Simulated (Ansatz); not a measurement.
`B1BO1`, charge 0, multiplicity 1.

(1) Give a relaxed structure at PBE0-D4/def2-TZVP (Ansatz 0.2.0). (Estimate.)

Answers

(1) The calculation gave: 
```xyz
5

B     0.521    0.606   -0.104
B    -0.561   -0.515   -0.265
O     0.099   -0.226    0.914
H     1.327    1.473   -0.071
H    -1.386   -1.339   -0.473
```
Point group C2v.
